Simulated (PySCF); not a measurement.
Molecule: Tetrafluoroethylene, C$_{2}$F$_{4}$.

Bonds (- single, = double, # triple, : aromatic): F1-C2 1.308 Å, C2-F3 1.308 Å, C2=C4 1.329 Å, C4-F5 1.308 Å, C4-F6 1.308 Å.

Geometry PBE0-D3(BJ)/def2-SVP throughout; GIAO in PySCF 2.14, gas phase, one conformer, non-relativistic; equivalent atoms averaged; functional PBE0.

(1) How do the absolute shieldings σ depend on the basis set? (ppm; last column core-seconds on shared hosts with different chips, so compare them loosely)

(2) Which nucleus moves most, in ppm?

(3) Taking the largest basis, pcSseg-2 (216 functions), as the yardstick, rank the others by their worst heavy-atom deviation.

Results:

(1) 
```csv
basis set,functions,F1/F3/F5/F6,C2/C4,core-s
STO-3G,30,375.9,122.1,2.2
6-31G,54,317.3,57.2,4.2
pcSseg-0,54,317.7,29.3,2.8
6-31G*,84,331.7,56.7,6.1
def2-SVP,84,333.6,51.3,5.7
cc-pVDZ,84,330.8,55.8,4.7
pcSseg-1,102,315.6,33.7,4.2
aug-cc-pVDZ,138,325.0,54.4,8.5
"6-311+G(2d,p)",162,312.0,37.8,14
cc-pVTZ,180,316.1,38.5,14
def2-TZVP,186,314.4,36.8,18
IGLO-III,210,311.0,30.8,17
pcSseg-2,216,312.9,30.2,11
```

(2) C2/C4 (fully substituted alkene carbon): from 29.3 ppm with pcSseg-0 to 122.1 ppm with STO-3G. The smallest spread is 64.9 ppm, at F1/F3/F5/F6.

(3) IGLO-III 2.0 ppm (210 functions), pcSseg-1 3.5 ppm (102 functions), pcSseg-0 4.7 ppm (54 functions), def2-TZVP 6.6 ppm (186 functions), 6-311+G(2d,p) 7.6 ppm (162 functions), cc-pVTZ 8.3 ppm (180 functions), def2-SVP 21.1 ppm (84 functions), aug-cc-pVDZ 24.2 ppm (138 functions), cc-pVDZ 25.6 ppm (84 functions), 6-31G* 26.6 ppm (84 functions), 6-31G 27.0 ppm (54 functions), STO-3G 92.0 ppm (30 functions).

A small basis that lands close on one nucleus may do so by chance; judge by the trend and by all nuclei.
